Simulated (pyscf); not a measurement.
This saddle point was located with ωB97X-D3(BJ)/def2-SVP in PySCF.

```
O
H 1 1.1565
F 2 1.2715 1 121.15
H 1 1.1565 2 61.90 3 -0.25
Si 1 1.6948 2 124.29 4 114.10
H 5 1.4852 1 107.63 2 82.02
H 5 1.4853 6 110.89 1 -117.48
H 5 1.4889 6 110.16 7 -122.21
```

Surface: singlet, charge 0. Lowest wavenumbers (cm⁻¹): 2105i, 59, 92, 573, 596.

Name the species on either side of this saddle.

silanol (HO–SiH₃) + hydrogen fluoride (HF) <-> silanol (HO–SiH₃) + hydrogen fluoride (HF), a four-centre exchange read from left to right: H–O, F–H broken and H–O, F–H formed. At CCSD(T)/def2-TZVPP + ΔMP2(QZVPP) it lies +151.5 kJ/mol from the left side and +151.5 kJ/mol from the right (each side as separated species at their lowest minima found). On the reactant side the descent ends in a complex, 31.7 kJ/mol under the separated species and 169.7 kJ/mol under the saddle at ωB97X-D3(BJ)/def2-TZVP. On the product side the descent ends in a complex, 31.7 kJ/mol under the separated species and 169.7 kJ/mol under the saddle at ωB97X-D3(BJ)/def2-TZVP. At ωB97X-D3(BJ) the barrier from the zero used here is 138.0 kJ/mol. The same reactants have a lower exit, to F–SiH₃ + H₂O (barrier +62.2 kJ/mol at ωB97M-D3(BJ), against +136.0 kJ/mol here). This is the saddle that the search found; another between the same sides may lie lower. The CCSD(T) − MP2 part came from Ansatz, without density fitting, on the same reference.
